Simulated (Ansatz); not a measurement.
Basis-set extrapolation for C4H5F, SMILES `C=CC(=C)F` (PBE0-D4/def2-TZVP geometry, frozen core, Ansatz 0.2.0). Multiplicity 1, RHF reference.

```json
{"": "HF", "def2-TZVPP": "-253.880600", "def2-QZVPP": "-253.891754"}
{"": "MP2 correlation", "def2-TZVPP": "-0.885991", "def2-QZVPP": "-0.951164"}
{"": "CCSD(T) correlation", "def2-TZVPP": "-0.956822", "def2-QZVPP": "not run"}
```

Energies in hartree. Use E(X) = E(∞) + A·exp(−7.88·√X) for Hartree–Fock and E(X) = E(∞) + B·X^(−2.97) for correlation, with X = 3 and 4, and add CCSD(T) minus MP2 of the smaller set to the MP2 limit.

Q: What is the CCSD(T) energy at the basis-set limit?

A: HF limit: -253.891754 + (-0.011154) × 0.13774 = -253.89329. MP2 limit: -0.951164 + (-0.065173) × 0.74074 = -0.99944. Higher-order term: -0.956822 − (-0.885991) = -0.07083. Total: -254.96356 hartree, 3.43 eV below CCSD(T)/def2-TZVPP.
